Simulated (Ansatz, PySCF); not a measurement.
For rock-salt MgS, PBE (plane waves, PAW; Ansatz, a program for electronic structure) gives:

```
Quantity                               Value
------------------------------  ------------
equilibrium lattice constant a       5.230 Å
bulk modulus                        74.0 GPa
cohesive energy                 3.72 eV/atom
band gap at the measured cell        2.79 eV
```

Task: What does Hartree–Fock in PySCF (GTH pseudopotentials, Gaussian basis) give for the same quantities?

Result: 
- lattice constant a: 5.283 Å (rises by 1.0 %)
- bulk modulus: 77.6 GPa (increases by 4.9 %)
- cohesive energy: 2.86 eV/atom (drops by 0.86 eV/atom)
- band gap at the measured cell: 10.47 eV (grows by 7.68 eV)

For comparison: lattice constant a 5.188 Å (measured, corrected for zero-point motion; as tabulated in Goldzak et al. (2022), arXiv:2208.04865); bulk modulus 81 GPa (measured, corrected for zero-point motion; as tabulated in Goldzak et al. (2022), arXiv:2208.04865); cohesive energy 4.04 eV/atom (measured, corrected for zero-point motion; as tabulated in Goldzak et al. (2022), arXiv:2208.04865).

Changes are worked out from the printed values.

Unless a cell is named, each level is at its own relaxed cell (PBE 17.88, Hartree–Fock 18.44 Å³/atom).

Density-functional gaps are differences of (generalised) Kohn–Sham levels.

Ansatz's density-functional and Hartree–Fock values are scalar-relativistic unless marked +SOC, with PAW data made under PBE.
